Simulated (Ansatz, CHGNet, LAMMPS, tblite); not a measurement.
Diamond, elastic constant C44

Reference value: 579 GPa (measured, low temperature, zero-point motion not removed; as tabulated in Tanner et al. (2021), arXiv:2110.11888).

```tsv
level (code)	value (GPa)	cell (Å³/atom)	difference (%)
COMB comb3 (LAMMPS)	612	5.58	+5.7
GFN2-xTB (tblite)	629	5.54	+8.6
CHGNet 0.3.0	332	5.70	-43
PBE (Ansatz)	558	5.70	-3.6
PBE-D3(BJ) (Ansatz)	574	5.63	-0.9
```

Once the reference is moved by up to 5.0 % (a margin picked here for doubts on the reference and the settings, and for temperature and zero-point motion) and values within 1.7 % count as equal, the nearest can be PBE-D3(BJ) (-0.9 %), PBE (-3.6 %) or COMB comb3 (+5.7 %). Among them CHGNet 0.3.0 (-43 %) misses by most. Within 20 %: COMB comb3, GFN2-xTB, PBE, PBE-D3(BJ).

The reference isn't brought to a static lattice, while the calculations are for one, so the differences are not the levels' errors alone.  GFN2-xTB: the method was fitted mainly to molecules. GFN2-xTB: the run uses a supercell at the zone centre in place of a k mesh. PBE-D3(BJ): the dispersion coefficients are held fixed in the derivatives. Each level is taken at its own relaxed cell. Ansatz's density-functional and Hartree–Fock values are scalar-relativistic unless marked +SOC, with PAW data made under PBE.

Empirical potentials (COMB comb3) are fitted to chosen data: where that held the value shown, agreement is built in, and what lay outside the fit can be far off. Machine-learned potentials (CHGNet 0.3.0) are trained on DFT data: a solid inside that data is no test of them.

Differences are worked out from the printed values.

Ansatz is a first-principles code.
